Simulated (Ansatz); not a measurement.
A calculation with Ansatz (development build ahead of 0.2.0).

```yaml
crystal:
  periodic: [false, false, false]
  atoms:
    - { symbol: C, position_ang: [0.08773, -1.03449, -0.49935] }
    - { symbol: Cl, position_ang: [-0.06926, 0.59719, 0.29276] }
    - { symbol: H, position_ang: [-0.00239, -0.67031, -1.52713] }
    - { symbol: H, position_ang: [1.05004, -1.45124, -0.20604] }
    - { symbol: H, position_ang: [-0.83745, -1.51736, -0.22704] }
basis:
  gaussian: { orbitals: def2-SVP }
total_charge: 1
magnetization:
  spin_polarized: true
  initial_magnetization: 1
hamiltonian:
  xc: hf
output:
  forces: true
```

The input is written out in the form of the current development build from the run's settings.

Results

* Converged: yes
* Total energy: -498.55513 hartree
* Spin squared of the determinant: 0.758
* Stability test: minimum

Forces (eV/Å):
```tsv
atom	Fx	Fy	Fz
C1	-0.254	0.595	-0.506
Cl2	0.118	0.589	0.567
H3	0.384	-0.504	-0.176
H4	-0.301	-0.079	-0.103
H5	0.053	-0.601	0.219
```
